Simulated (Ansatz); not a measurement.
Predict the output of the script below (the Python package of Ansatz (0.2.0)).

Script `run_methods.py`:
```python
# -*- coding: utf-8 -*-
'''C3H3NS at several levels of theory.'''

from dataclasses import dataclass
from pathlib import Path

import ansatz
import numpy as np
from rdkit import Chem
from rdkit.Chem import AllChem


@dataclass(frozen=True)
class Options:
    basis_set: str = 'cc-pVDZ'


settings = Options()


def main():
    # start geometry from RDKit
    rd = Chem.AddHs(Chem.MolFromSmiles('c1cscn1'))
    AllChem.EmbedMolecule(rd, randomSeed=976)
    AllChem.UFFOptimizeMolecule(rd)
    c3h3ns = ansatz.Crystal.molecule()
    for atom, xyz in zip(rd.GetAtoms(), rd.GetConformer().GetPositions()):
        c3h3ns = c3h3ns.atom(atom.GetSymbol(), xyz.round(5).tolist())

    model = c3h3ns.calculation().basis(gaussian=settings.basis_set)

    print('functional    E (Ha)        dipole (D)   HOMO (eV)  LUMO (eV)')
    for name in ['lda', 'pbe', 'blyp', 'r2scan0', 'revpbe', 'r2scan']:
        r = model.functional(name).forces().orbitals().run(runs_dir='runs').report
        lines = Path(r['orbitals_path']).read_text().splitlines()
        field_of = lambda key: [line.split('=')[1].strip() for line in lines if line.startswith(key)]
        orbitals = [(27.211386 * float(e), s, float(n)) for e, s, n in zip(field_of('Ene='), field_of('Spin='), field_of('Occup='))]
        homo = max(e for e, _, n in orbitals if n > 0.5)
        lumo = min(e for e, _, n in orbitals if n < 0.5)
        dipole = 4.803205 * np.linalg.norm(r['charge_distribution']['dipole_moment_e_ang'])
        print(f'{name:10s} {r["free_energy_ev"] / 27.211386246:14.6f} {dipole:9.3f} {homo:11.3f} {lumo:10.3f}')


if __name__ == '__main__':
    main()
```

```console
$ python run_methods.py
functional    E (Ha)        dipole (D)   HOMO (eV)  LUMO (eV)
lda           -566.179196     1.498      -6.114     -1.720
pbe           -568.681285     1.446      -6.032     -1.540
blyp          -568.987866     1.467      -5.839     -1.343
r2scan0       -568.909660     1.539      -7.370     -0.630
revpbe        -568.946340     1.431      -6.001     -1.478
r2scan        -568.938772     1.473      -6.390     -1.470
```

What to keep in mind:
- Total energies depend on the basis set; only differences at equal settings carry meaning.
- The geometry is a force-field or estimated start, not a minimum of this method, and the basis set is short of its limit. A lower total doesn't mark the better method: functionals have no common bound, and MP2 and coupled cluster aren't variational.
- Levels such as HOMO and LUMO are orbital energies: with these approximate functionals they aren't the ionisation energy and electron affinity, and their gap isn't the fundamental gap.
- For Al to Cl the sets with a tight d function, cc-pV(X+d)Z, are usual.
- The whole script took 24 s on 1 thread of Arm Neoverse V1 (shared host), peak memory 0.31 GiB.
